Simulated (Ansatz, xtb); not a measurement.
## Relative energy of two isomers of C2H2F3

We compare a, `F[CH]C(F)F`, a doublet, with b, `FC[C](F)F`, a doublet. Both are isolated molecules in the gas phase, relaxed with BLYP-D3(BJ)/def2-SVP; the shapes shown needn't be the lowest conformers.

a (Å):

```tsv
atom	x (Å)	y (Å)	z (Å)
C	-0.6923	0.7362	-1.3690
C	0.4041	0.8247	-0.3651
F	-1.7353	-0.0513	-1.0534
F	0.1408	1.7980	0.5949
F	1.5650	1.1936	-1.0029
H	-0.8906	1.5270	-2.1101
H	0.5540	-0.1409	0.1691
```

b (Å):

```json
{"atom": "C", "x (Å)": "-0.2082", "y (Å)": "0.6064", "z (Å)": "-1.3710"}
{"atom": "C", "x (Å)": "0.4178", "y (Å)": "0.9189", "z (Å)": "-0.0513"}
{"atom": "F", "x (Å)": "-1.4237", "y (Å)": "1.2948", "z (Å)": "-1.5587"}
{"atom": "F", "x (Å)": "0.8750", "y (Å)": "2.1695", "z (Å)": "0.1255"}
{"atom": "F", "x (Å)": "-0.2221", "y (Å)": "0.4816", "z (Å)": "1.0457"}
{"atom": "H", "x (Å)": "-0.4056", "y (Å)": "-0.4845", "z (Å)": "-1.4261"}
{"atom": "H", "x (Å)": "0.4936", "y (Å)": "0.8979", "z (Å)": "-2.1801"}
```

Quicker runs give these differences E(b) − E(a): GFN2-xTB −5.02 kJ/mol; HF/STO-3G −26.21 kJ/mol (at GFN2-xTB geometries); r2SCAN-D4/def2-SVP −0.45 kJ/mol (at GFN2-xTB geometries).

Question: Estimate E(b) − E(a) at the level CCSD(T)/def2-SVP + ΔMP2/def2-TZVPP.

Answer: Too close to call at this level: CCSD(T)/def2-SVP + ΔMP2/def2-TZVPP gives E(b) − E(a) = −0.89 kJ/mol.

How the difference moves with the method:

| level | geometry | E(b) − E(a) (kJ/mol) | departure from the last row (kJ/mol) | job, with rough time for the two |
| --- | --- | --- | --- | --- |
| GFN2-xTB | GFN2-xTB | −5.02 | −4.13 | optimisation, 0.15 s |
| HF/STO-3G | GFN2-xTB | −26.21 | −25.32 | single point, 0.6 s |
| r2SCAN-D4/def2-SVP | GFN2-xTB | −0.45 | +0.44 | single point, 6.9 s |
| BLYP-D3(BJ)/def2-SVP | BLYP-D3(BJ)/def2-SVP | −3.17 | −2.28 | optimisation, 84 s |
| HF/def2-SVP | BLYP-D3(BJ)/def2-SVP | +3.60 | +4.49 | part of the CCSD(T) run |
| MP2/def2-SVP | BLYP-D3(BJ)/def2-SVP | −1.25 | −0.37 | part of the CCSD(T) run |
| CCSD(T)/def2-SVP | BLYP-D3(BJ)/def2-SVP | −0.20 | +0.69 | single point |
| CCSD(T)/def2-SVP + ΔMP2/def2-TZVPP | BLYP-D3(BJ)/def2-SVP | −0.89 |  | single point, 68 s |

As drawn, both hold the same kinds of bond in the same numbers.

The largest departure from CCSD(T)/def2-SVP + ΔMP2/def2-TZVPP is that of HF/STO-3G, 25.32 kJ/mol. The last row adds to CCSD(T) the change of the MP2 difference between the two basis sets, here −0.69 kJ/mol.

With harmonic frequencies from BLYP-D3(BJ)/def2-SVP (ideal gas, rigid rotor, one conformer each, 298.15 K, 1 atm): the zero-point term adds +2.66 kJ/mol; ΔH is +1.28 and ΔG +2.42 kJ/mol.

Open shells are spin-unrestricted. The correlated steps freeze 5 core orbitals. Mirror images aren't counted in ΔG. Run with Ansatz 0.2.0, xtb 6.7.1; the last row on 1 thread of Intel(R) Xeon(R) Platinum 8259CL CPU @ 2.50GHz (Skylake/Cascade Lake) on a shared host.
